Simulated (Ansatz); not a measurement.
**CH3AlO: vertical ionisation energy**

The task here is to estimate one member of a computed series from the others.

Method: unrestricted cation, the program's frozen cores in correlated methods; program: Ansatz 0.2.0, Gaussian basis.

The runs, in order: UKS PBE-D4/def2-TZVPP; UKS r2SCAN-D4/def2-TZVPP; UKS PBE0-D4/def2-TZVPP; UKS B3LYP-D4/def2-TZVPP; UKS wB97X-V/def2-TZVPP; UKS wB97M-V/def2-TZVPP; UKS B2PLYP/def2-TZVPP; UHF-CCSD(T)/def2-TZVPP; UHF-MP2/def2-QZVPP; extrapolation to the limit; then −ε(HOMO) from the neutral's earlier runs with LDA (SPW92), PBE-D4, revPBE-D4, BLYP-D4, r2SCAN-D4, B97M-V, PBE0-D4, B3LYP-D4, r2SCANh-D4, r2SCAN0-D4, HSE06-D4, BHLYP-D4, CAM-B3LYP-D4, LC-ωPBE, ωB97X-V, ωB97M-V.

1 further run of the same task is left out (it didn't finish).

## The relaxed structure

An earlier PBE0-D4 in a triple-zeta def2 set relaxation fixed the geometry.

6 atoms, charge 0, spin multiplicity 1.

Atoms are counted from 1 here; the program's logs count them from 0.

Bond lengths: O1–C2 1.251 Å, O1–Al3 1.953 Å, C2–Al3 1.939 Å, C2–H4 1.104 Å, Al3–H5 1.578 Å, Al3–H6 1.578 Å. Angles: C2–O1–Al3 70.6°, O1–C2–Al3 71.9°, O1–C2–H4 116.8°, Al3–C2–H4 171.3°, O1–Al3–C2 37.5°, O1–Al3–H5 112.3°, O1–Al3–H6 112.4°, C2–Al3–H5 116.8°, C2–Al3–H6 116.8°, H5–Al3–H6 126.3°.

The first run:

in.yaml reads:

```yaml
crystal:
  periodic: [false, false, false]
  atoms:
    - {symbol: O, position_ang: [-0.629457, -0.870652, 0.644162]}
    - {symbol: C, position_ang: [0.141081, -1.054947, -0.324305]}
    - {symbol: Al, position_ang: [0.072758, 0.848331, 0.037457]}
    - {symbol: H, position_ang: [0.285960, -2.098526, -0.653676]}
    - {symbol: H, position_ang: [-0.999182, 1.685959, -0.761800]}
    - {symbol: H, position_ang: [1.170940, 1.425935, 1.012062]}
basis:
  gaussian: {orbitals: def2-TZVPP}
total_charge: 1
magnetization: {spin_polarized: true, initial_magnetization: 1}
hamiltonian: {xc: pbe, dispersion: d4}
```

Started as:

```bash
ansatz run in.yaml --threads 2 --pin off --events-out ev --progress --plain --max-ram 4352MiB
```

Among the steps run: Cation, UKS PBE-D4/def2-TZVPP; Cation, UKS r2SCAN-D4/def2-TZVPP; Cation, UKS PBE0-D4/def2-TZVPP; Cation, UKS B3LYP-D4/def2-TZVPP; Cation, UKS wB97X-V/def2-TZVPP; Cation, UKS wB97M-V/def2-TZVPP; Cation, UKS B2PLYP (frozen core)/def2-TZVPP; Cation, UHF-CCSD(T)/def2-TZVPP; Cation, UHF-MP2/def2-QZVPP.

One of the session's tables, all rows but one given; the rest of the session is left out.

Orbital estimates, from the neutral's runs:

| functional | −ε(HOMO) (eV) |
| --- | --- |
| LDA (SPW92) | ? |
| PBE-D4 | 6.13 |
| revPBE-D4 | 6.08 |
| BLYP-D4 | 6.04 |
| r2SCAN-D4 | 6.38 |
| B97M-V | 6.51 |
| PBE0-D4 | 7.49 |
| B3LYP-D4 | 7.29 |
| r2SCANh-D4 | 6.89 |
| r2SCAN0-D4 | 7.66 |
| HSE06-D4 | 7.08 |
| BHLYP-D4 | 8.82 |
| CAM-B3LYP-D4 | 8.93 |
| LC-ωPBE | 10.27 |
| ωB97X-V | 9.92 |
| ωB97M-V | 9.80 |

Estimate the missing values for LDA (SPW92).

As computed: −ε(HOMO) (eV): 6.26. In the column «−ε(HOMO) (eV)» it lies between PBE-D4 (6.13) and r2SCAN-D4 (6.38).
